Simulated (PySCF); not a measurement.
Species: hydrofluoric acid, HF.
Cartesian coordinates in Å at the GFN2-xTB level; atoms count from 1:
```xyz
2
HF angstrom
F      0.4676   -0.0028   -0.0029
H     -0.4648    0.0041   -0.0112
```

Level of theory: TDDFT B3LYP/def2-SVPD, vertical, gas phase, core orbitals frozen in the response (PySCF).

Transition dipole moments from the ground state, in atomic units and in the frame of the coordinates above (overall signs are arbitrary), for the states with f of 0.002 or more among the lowest 8:

```
state  E (eV)      μx      μy      μz
   S1   9.877  -0.001   0.189   0.294
   S2   9.877   0.004   0.294  -0.189
   S3  13.765   0.649  -0.005   0.006
   S7  14.058  -0.001  -0.266  -0.072
   S8  14.058  -0.003  -0.072   0.266
```

**Question.** Work out the oscillator strengths.

**Answer.** f = (2/3) ΔE |μ|² with ΔE in hartree (27.2114 eV).

| state | \|μ\|² (au) | \|μ\| (D) | f |
| --- | --- | --- | --- |
| S1 | 0.122 | 0.89 | 0.030 |
| S2 | 0.122 | 0.89 | 0.030 |
| S3 | 0.421 | 1.65 | 0.142 |
| S7 | 0.076 | 0.70 | 0.026 |
| S8 | 0.076 | 0.70 | 0.026 |

**Question.** The point group is C∞v. Which irreducible representation does each state belong to?

**Answer.** From a totally symmetric ground state, an allowed state transforms like the component of the dipole operator along its μ. Polarised along the molecular axis, so Σ+: S3. Polarised across the molecular axis, so Π: S1, S2, S7 and S8.

**Question.** How is the summed strength of these states shared among x, y and z?

**Answer.** (2/3) Σ ΔE μα² gives 0.142 for x, 0.056 for y and 0.056 for z, 0.253 in all.

**Question.** What peak molar absorption coefficient would the strongest computed level give as a lone Gaussian band 0.5 eV wide at half height?

**Answer.** ε(max) = 2.175×10⁸ f / FWHM, with the width in cm⁻¹. S3: 2.175×10⁸ × 0.1421 / 4033 ≈ 7700 L mol⁻¹ cm⁻¹.

S1/S2 and S7/S8 coincide within about 0.01 eV; within a degenerate level the directions of the single components are arbitrary.
